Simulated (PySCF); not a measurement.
Checking a proposed structure

A compound C$_{3}$H$_{7}$NO gives the data below (simulated from a calculation) and was assigned the structure `CNC(C)=O`.

¹³C{¹H} NMR (computed): δ 172.9 (C), 29.4 (CH2), 10.2 (CH3).

¹H NMR (400 MHz, computed): δ 4.65 (br, 1H), 4.52 (br, 1H), 2.05 (q, J = 7.8 Hz, 2H), 1.12 (t, J = 7.8 Hz, 3H).

PySCF 2.14 calculation with GIAO PBE0/pcSseg-1 shieldings, spin–spin couplings from B3LYP/pcJ-1 (spin–dipole term only in couplings to heteroatoms) and geometry from GFN2-xTB; one computed conformer, relativity neglected, rapidly exchanging positions averaged, in vacuum.

Chemical shifts δ = σref − σ; TMS for ¹H (σ = 31.72 ppm), ¹³C (σ = 186.93 ppm), all at this level.

Task: Compare with the shifts computed for the proposed structure, pairing carbons in order of shift.

Result: Mapped SMILES: `[CH3:1][NH:2][C:3]([CH3:4])=[O:5]` (H(Xn): hydrogen on atom n).

| atom | computed for proposal | given list | difference |
| --- | --- | --- | --- |
| C3 | 168.3 | 172.9 | -4.6 |
| C1 | 26.4 | 29.4 | -3.0 |
| C4 | 24.0 | 10.2 | +13.8 |

The rms difference is 8.6 ppm and the largest +13.8 ppm at C4 (methyl carbon α to a carbonyl). The carbon types in order of shift don't match either: C, CH3, CH3 for the proposal against C, CH2, CH3 in the data. The proposal doesn't fit.

Task: Which isomer fits?

Result: propionamide (SMILES CCC(N)=O).

Carbon types of the structure: 1 × C, 1 × CH2, 1 × CH3, leaving 2 H on heteroatoms. δC 172.9: amide carbonyl carbon; it is a carbonyl in resonance with an O or N lone pair, the region of acids, esters and amides. δC 10.2: methyl carbon; a saturated carbon with 1 carbon neighbour and no heteroatom attached. δH 4.65, 4.52: hydrogen on an amide-type nitrogen; labile proton, position sensitive to the medium. δH 2.05: hydrogen on an sp3 CH2 α to a carbonyl; α to C=O. The protons at 1.12 and 2.05 share a coupling of 7.8 Hz (vicinal).

Other isomers checked: C/N=C/OC (rms 25.0 ppm).

This is the structure that produced the data.

The OH or NH signal is concentration- and solvent-dependent in practice; the value given is the gas-phase one. Rotation about the amide-type C–N bond is slow at room temperature, so the two groups on nitrogen are listed apart. Multiplet labels drop couplings under 1 Hz and merge nearly equal ones. Unscaled 3J(H,H) at this level run about 10 % above measured values. Shifts are as computed. Against solution values, carbons near 30 ppm lie about +3 ppm off and those near 130 ppm about +5 ppm (rms about the fit 2.1 ppm; single classes can miss by 10 ppm). Of 1328 compounds with measured shifts, 309 miss one by over three times the rms of a fit or turn the order of signals round; such compounds aren't used in these exercises. Signals without a measured value on file couldn't be tested in this way; 1H shifts scatter by 0.2 ppm about their fit, and single ones miss by 0.5 ppm. Hydrogen bonding in solution deshields acid and N–H amide carbonyl carbons by as much as 10 ppm beyond these values.
